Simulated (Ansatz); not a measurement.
A made-up structure of NaSiNH2, singlet:

| atom | x (Å) | y (Å) | z (Å) |
| --- | --- | --- | --- |
| Na1 | -0.1155 | -0.3684 | 2.6469 |
| N2 | -0.8608 | 0.2372 | 0.0048 |
| Si3 | 0.6611 | -0.1843 | -0.0056 |
| H4 | 1.2168 | -1.5307 | -0.3710 |
| H5 | 1.8355 | 0.6825 | 0.3476 |

It is relaxed with PBE-D4/def2-SVP and then PBE0-D4/def2-TZVP (Ansatz 0.2.0). Atoms count as bonded within 1.22 times the sum of their covalent radii (H–H: 0.88 Å). The end point is not checked to be a true minimum.

Question: Does its bonding change? (Judge from chemistry; the calculation decides.)

Answer: The calculation gives: Yes. Formed: none; broken: Na1–Si3.

Where it ends: The first stage lowers the energy by 1.35 eV in 12 steps. It ends as NaSiNH₂ ([Na][N][SiH2]):
Na1  (-1.480, -0.005, 2.671)
N2  (-0.063, -0.170, 1.173)
Si3  (1.017, -0.286, 0.027)
H4  (1.049, -1.303, -1.077)
H5  (2.214, 0.600, -0.171)
(Å)

Labels in which every atom is bracketed show which atoms are joined, not bond orders.

For scale, one of the runs: PBE0-D4/def2-TZVP relaxation, 112 basis functions, launched by `ansatz run in.yaml --threads 2 --pin off --events-out ev --progress --plain --max-ram 4352MiB`. The run took about 32 s on 2 CPU threads of an Arm Neoverse V2 (shared host).
